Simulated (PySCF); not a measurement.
Shapes and spin states of SF₂

All numbers come from PBE0/[S def2-TZVP, F def2-TZVP], no relativity, density fitting, PySCF.

Relaxations began from a few typed shapes and spin states; open shells are unrestricted. The search is not exhaustive: other isomers or separated fragments can lie lower, and high-lying points may rest on an excited occupation.

```json
{"spin": "singlet", "group": "C2v", "bonds": "S–F 1.590 Å (×2)", "angles": "F–S–F 98.6°", "imaginary modes (cm⁻¹)": "none", "ΔE (kJ/mol)": "0.0", "ΔE with ZPE (kJ/mol)": "0.0"}
{"spin": "triplet", "group": "C2v", "bonds": "S–F 1.662 Å (×2)", "angles": "F–S–F 161.0°", "imaginary modes (cm⁻¹)": "none", "ΔE (kJ/mol)": "105.4", "ΔE with ZPE (kJ/mol)": "102.4"}
{"spin": "triplet", "group": "D∞h", "bonds": "S–F 1.665 Å (×2)", "angles": "F–S–F 180.0°", "imaginary modes (cm⁻¹)": "194i, 194i", "ΔE (kJ/mol)": "109.1", "ΔE with ZPE (kJ/mol)": "–"}
{"spin": "singlet", "group": "D∞h", "bonds": "S–F 1.663 Å (×2)", "angles": "F–S–F 180.0°", "imaginary modes (cm⁻¹)": "409i", "ΔE (kJ/mol)": "243.0", "ΔE with ZPE (kJ/mol)": "–"}
```

The lowest minimum found is the singlet C2v: S–F 1.590 Å (×2); F–S–F 98.6°.

Counting electrons, sulfur keeps 4 of its valence electrons outside its bonds, so the VSEPR class is AX2E2 and the expected shape is bent (C2v), as computed.

The electron or spin density has lower symmetry than the nuclear frame for the singlet D∞h at 243.0 kJ/mol.
